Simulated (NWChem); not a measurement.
System: ethane (C2H6); SMILES CC

Computed with NWChem. The geometry was optimised at PBE0/def2-SVP. Level PBE0/def2-TZVP: single points from the atomic guess with DIIS by default; each run changes one setting, and all converged runs end within 0.3 mHa of each other.

Problem. Which setting needs the most SCF iterations, or fails (level shift of 0.5 Ha throughout; occupation smearing of 0.005 Ha; defaults; DIIS on 20 Fock matrices; no DIIS, 40 % damping; DIIS on 3 Fock matrices)?

Solution. no DIIS, 40 % damping, with 13 against 6 for the defaults.
```csv
setting,SCF iterations
defaults,6
DIIS on 3 Fock matrices,6
DIIS on 20 Fock matrices,6
"no DIIS, 40 % damping",13
level shift of 0.5 Ha throughout,7
occupation smearing of 0.005 Ha,6
```
